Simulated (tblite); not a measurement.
Species: C₅H₁₂N (doublet state).
Structure used (GFN2-xTB), in Å, numbered top down from 1:
```
atom  x, y, z in Å
C1    -0.2079   -1.0648    1.1485
C2     0.2150   -0.1289   -0.0042
C3     1.3976   -0.7600   -0.7478
C4     0.6595    1.2150    0.5918
C5    -0.9088    0.0545   -0.9734
N6    -2.0382    0.7967   -0.6083
H7     0.6061   -1.1825    1.8613
H8    -1.0727   -0.6553    1.6645
H9    -0.4739   -2.0438    0.7577
H10    1.7373   -0.1034   -1.5455
H11    1.1077   -1.7112   -1.1881
H12    2.2263   -0.9349   -0.0654
H13    1.5664    1.0810    1.1771
H14   -0.1032    1.6247    1.2509
H15    0.8664    1.9334   -0.1992
H16   -1.1083   -0.7384   -1.6759
H17   -2.6575    0.9971   -1.3814
H18   -1.8204    1.6271   -0.0743
```

Level: GFN2-xTB in tblite, geometry and Hessian alike; calculated harmonic values, unscaled, isolated species. This tight-binding method is rough: wavenumbers can miss measured ones by several per cent, in bad cases by 10 to 20. One conformer, not necessarily the lowest. Open shells enter through the occupations alone, without spin polarisation, and single modes of such species can be off by tens of per cent.

Harmonic wavenumbers (cm⁻¹): 53.2, 180.5, 212.2, 232.7, 239.1, 280.1, 332.6, 347.2, 406.0, 421.2, 490.9, 571.3, 771.7, 799.5, 918.0, 948.5, 957.6, 960.3, 1022.4, 1024.3, 1083.5, 1194.8, 1227.7, 1247.0, 1275.0, 1377.5, 1393.1, 1401.5, 1422.1, 1487.7, 1494.7, 1497.4, 1500.5, 1504.2, 1515.3, 1521.2, 3011.8, 3019.5, 3022.0, 3027.8, 3030.9, 3034.3, 3037.2, 3039.2, 3041.3, 3083.3, 3397.9, 3452.1.

A = 4477, B = 2608, C = 2570 MHz; mass 86.097 u (most abundant isotopes); point group C1, symmetry number 1; spin multiplicity 2.

Zero-point energy?

Half the sum of the wavenumbers: 35255 cm⁻¹ = 421.74 kJ/mol.

What is S at 350 K and 1 bar for an ideal gas of classical rigid rotors and harmonic oscillators?

Translation 167.76, rotation 114.02, vibration 106.70, spin (R ln 2) 5.76: S = 394.2 J/(mol K).

And Cp and H(350 K) − H(0)?

Cp = 157.05 J/(mol K), of which vibrations give 123.80 (their classical limit is 48 R = 399.1); H(350 K) − H(0) = 32.62 kJ/mol without the zero-point energy, 20.98 from vibrations.

How do the functions run with temperature in this model?

```json
{"T (K)": "50", "S (J/(mol K))": "229.0", "Cp (J/(mol K))": "43.2", "H − H(0) (kJ/mol)": "1.86", "G − H(0) (kJ/mol)": "-9.58", "ln q(vib)": "0.25"}
{"T (K)": "100", "S (J/(mol K))": "265.1", "Cp (J/(mol K))": "64.6", "H − H(0) (kJ/mol)": "4.53", "G − H(0) (kJ/mol)": "-21.98", "ln q(vib)": "0.86"}
{"T (K)": "298.15", "S (J/(mol K))": "370.6", "Cp (J/(mol K))": "138.6", "H − H(0) (kJ/mol)": "24.96", "G − H(0) (kJ/mol)": "-85.53", "ln q(vib)": "4.56"}
{"T (K)": "373.15", "S (J/(mol K))": "404.6", "Cp (J/(mol K))": "165.2", "H − H(0) (kJ/mol)": "36.35", "G − H(0) (kJ/mol)": "-114.61", "ln q(vib)": "6.10"}
{"T (K)": "500", "S (J/(mol K))": "458.8", "Cp (J/(mol K))": "206.1", "H − H(0) (kJ/mol)": "59.98", "G − H(0) (kJ/mol)": "-169.40", "ln q(vib)": "8.74"}
{"T (K)": "750", "S (J/(mol K))": "554.6", "Cp (J/(mol K))": "266.7", "H − H(0) (kJ/mol)": "119.58", "G − H(0) (kJ/mol)": "-296.37", "ln q(vib)": "13.89"}
{"T (K)": "1000", "S (J/(mol K))": "637.4", "Cp (J/(mol K))": "308.6", "H − H(0) (kJ/mol)": "191.81", "G − H(0) (kJ/mol)": "-445.61", "ln q(vib)": "18.81"}
```

q(vib) and H(0) count from the zero-point level.

Blend soft modes into free rotors: weight 1/[1 + (100 cm⁻¹/ν̃)⁴] for the oscillator and the rest for a rotor with moment μB/(μ + B), μ = h/(8π²ν), B = 10⁻⁴⁴ kg m². What vibrational entropy results?

101.37 J/(mol K) in place of 106.70, which changes −T·S at 350 K by +1.87 kJ/mol.

What must be added to the electronic energy to get the Gibbs energy at 350 K and 1 bar?

ZPE + [H(350 K) − H(0)] − T·S = 421.74 + 32.62 − 137.98 = 316.38 kJ/mol.

Which modes carry the vibrational entropy at 350 K?

53.2 cm⁻¹: 20.97; 180.5 cm⁻¹: 10.98; 212.2 cm⁻¹: 9.71; 232.7 cm⁻¹: 8.99; 239.1 cm⁻¹: 8.78; 280.1 cm⁻¹: 7.59 J/(mol K); the other 42 give 39.67 together.

Hindered rotation and anharmonicity are outside this model. Other conformers, if any are populated, would add a mixing term that is left out. The structure is chiral; the term R ln 2 for an equal mix with its mirror image is left out.
